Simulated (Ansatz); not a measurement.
Species, as SMILES: [SH] (SH), doublet.
Atoms: S1, H2. Bonds: S1-H2.

Basis-set convergence of the optimised S1-H2 bond length at PBE with Ansatz (a quantum-chemistry and plane-wave program). Cartesian d functions, on some or all atoms, in 6-311G**; all else is spherical. The program fits the integrals of some runs and decomposes those of others, by size. Open shells are unrestricted. No added dispersion term, no relativity. Reference: the value in aug-cc-pV(5+d)Z, 1.3557 Å. Deviations are taken from unrounded values.

| basis | functions | optimised S1-H2 bond length (Å) | minus reference (Å) |
|---|---|---|---|
| STO-3G | 10 | 1.3771 | 0.0213 |
| def2-SVP | 23 | 1.3662 | 0.0105 |
| pcseg-1 | 23 | 1.3699 | 0.0142 |
| 6-311G** | 33 | 1.3632 | 0.0075 |
| def2-SVPD | 35 | 1.3669 | 0.0112 |
| aug-pcseg-1 | 36 | 1.3690 | 0.0133 |
| aug-cc-pV(D+d)Z | 41 | 1.3654 | 0.0097 |
| pcseg-2 | 48 | 1.3577 | 0.0020 |
| cc-pV(T+d)Z | 53 | 1.3564 | 0.0007 |
| def2-TZVPD | 55 | 1.3572 | 0.0015 |
| def2-TZVPP | 56 | 1.3564 | 0.0007 |
| 6-311++G(3df,3pd) | 65 | 1.3565 | 0.0008 |
| def2-TZVPPD | 68 | 1.3563 | 0.0006 |
| aug-pcseg-2 | 73 | 1.3573 | 0.0016 |
| aug-cc-pV(T+d)Z | 78 | 1.3562 | 0.0005 |
| pcseg-3 | 97 | 1.3559 | 0.0002 |
| aug-cc-pV(Q+d)Z | 135 | 1.3557 | 0.0000 |
| pcseg-4 | 166 | 1.3558 | 0.0001 |

The smallest set listed that lies within 0.003 Å of the reference with all its larger relatives (same family, alike in diffuse functions; a set with none counts only in the reference's own line) is pcseg-2 (48 functions, 0.0020 Å off). Inside, with no larger relative to test it: 6-311++G(3df,3pd). (Relatives not listed, tested too: cc-pV(Q+d)Z 0.0000, def2-QZVP 0.0002, def2-QZVPP 0.0002, def2-QZVPPD 0.0002, aug-pcseg-3 0.0002, cc-pV(5+d)Z -0.0001, aug-cc-pV(5+d)Z 0.0000 Å.)
